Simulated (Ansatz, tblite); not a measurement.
Cost and result up the ladder for SiCl2 (3 atoms). Charge 0, multiplicity 1. Geometry: r2SCAN-D4/def2-TZVP.

```xyz
3

Si   -0.6916   -0.3091   -0.4462
Cl    1.3364   -0.6998   -0.7204
Cl   -0.6449    1.0089    1.1666
```

Ansatz on 4 threads of Arm Neoverse V1 on a shared host; xTB runs through tblite on one thread. Times are rough, summed over both states, and most runs start from the orbitals of an earlier one. PBE0-D4/def2-TZVP serves as the yardstick here, not as an exact answer. The other state is a triplet.

The xTB rows come from tblite.

xTB has no spin-polarisation term.

```csv
level,functions,wall time,vertical triplet (eV),difference from PBE0-D4/def2-TZVP (eV)
GFN1-xTB,27,0.005 s,3.60,1.33
GFN2-xTB,27,0.006 s,2.66,0.40
PBE-D4/def2-TZVP,111,1.6 s,2.33,0.07
PBE0-D4/def2-TZVP,111,2.4 s,2.27,0.00
r2SCAN-D4/def2-TZVP (with forces),111,4.2 s,2.10,-0.17
```
